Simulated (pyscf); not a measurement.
H₂N–NH₂ + silane (SiH₄) -> silylamine (H₂N–SiH₃) + ammonia (NH₃), a four-centre exchange (singlet surface; N–N, H–Si broken, N–Si, H–N formed). Structures and frequencies: ωB97X-D3(BJ)/def2-SVP in PySCF. Correlated levels are frozen-core, on RHF or UHF. ΔMP2 is the change of the MP2 total energy from the triple- to the quadruple-zeta basis. Energies in eV from the separated reactants.

Small-basis levels: PySCF, no dispersion term, spherical d functions. AM1 to PM7: differences of heats of formation from MOPAC. GFN2-xTB: tblite. Cost: rough CPU time at the saddle relative to B3LYP/6-31G*, from one job on a shared machine.

```json
[
 {"level": "HF/STO-3G", "barrier": "7.30", "reaction energy": "-1.29", "cost": "0.04"},
 {"level": "HF/3-21G", "barrier": "4.79", "reaction energy": "-2.26", "cost": "0.05"},
 {"level": "HF/6-31G*", "barrier": "5.30", "reaction energy": "-2.00", "cost": "0.07"},
 {"level": "SVWN5/6-31G*", "barrier": "2.54", "reaction energy": "-1.83", "cost": "0.9"},
 {"level": "PBE/6-31G*", "barrier": "2.83", "reaction energy": "-1.82", "cost": "1"},
 {"level": "M06-2X/6-31G*", "barrier": "3.76", "reaction energy": "-2.00", "cost": "2"},
 {"level": "PBE/def2-SVP", "barrier": "2.86", "reaction energy": "-1.89", "cost": "2"},
 {"level": "B3LYP/def2-SVP", "barrier": "___", "reaction energy": "-1.94", "cost": "1"},
 {"level": "GFN2-xTB", "barrier": "3.17", "reaction energy": "-1.53", "cost": "under 0.02"},
 {"level": "PM3", "barrier": "3.38", "reaction energy": "-1.84", "cost": "under 0.02"},
 {"level": "PM6", "barrier": "4.04", "reaction energy": "-1.63", "cost": "under 0.02"},
 {"level": "PM7", "barrier": "___", "reaction energy": "-1.86", "cost": "under 0.02"},
 {"level": "CCSD(T)/def2-TZVPP + ΔMP2(QZVPP)", "barrier": "___", "reaction energy": "-2.30", "cost": "–"}
]
```

Fill in the missing entries.


- B3LYP/def2-SVP, barrier: 3.52
- PM7, barrier: 4.16
- CCSD(T)/def2-TZVPP + ΔMP2(QZVPP), barrier: 3.45

Against the last row the barrier runs from -0.91 (SVWN5/6-31G*) to +3.85 eV (HF/STO-3G). CCSD(T)/def2-TZVPP + ΔMP2(QZVPP) has limits of its own. The same reactants have a lower exit, to H₂N–NH–SiH₃ + H₂ (barrier +1.73 eV at ωB97M-D3(BJ), against +3.67 eV here). This is the saddle that the search found; another between the same sides may lie lower. One closed-shell reference is unstable to symmetry breaking; treat the single-reference values with care. The CCSD(T) − MP2 part came from Ansatz, without density fitting, on the same reference. The largest closed-shell T1 diagnostic is 0.040, which may signal static correlation.
